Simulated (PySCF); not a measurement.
# Worked example for hydrazine: proton affinity at atom N1

Structure: `NN` (H4N2). Coordinates in Å; atoms count from 1 in this order:
```
N     0.5414   -0.4277    0.2472
N    -0.5395    0.4630    0.1778
H     0.2037   -1.3343    0.5607
H     1.0110   -0.5683   -0.6485
H    -0.2022    1.4071    0.3488
H    -1.0083    0.4643   -0.7293
```

Level of theory: M06-2X/def2-TZVP single points in PySCF, grid level 3; every species was optimised with PBE0-D3(BJ)/def2-SVP. Thermal corrections: PBE0-D3(BJ)/def2-SVP frequencies, unscaled, ideal gas at 298.15 K and 1 bar, quasi-RRHO entropy.

Step: `N[NH3+]` → `NN` + H⁺.

```
species  charge  multiplicity       E / Eh
N[NH3+]       1             1  -112.198274
     NN       0             1  -111.859322
```

Thermal terms, products less reactant: Δ(H − E) = -32.33 kJ/mol, Δ(G − E) = -61.88 kJ/mol (the bare proton has no electronic energy, H = 5/2 RT). 1 Eh = 2625.50 kJ/mol.

Problem. What are ΔE, ΔH and ΔG of this step?

Solution. ΔE = 0.338952 Eh = 889.92 kJ/mol; ΔH = 857.6 kJ/mol; ΔG = 828.0 kJ/mol, all in the gas phase at 298.15 K and 1 bar. The digits show the arithmetic; the method itself can be off by 10 kJ/mol or more.
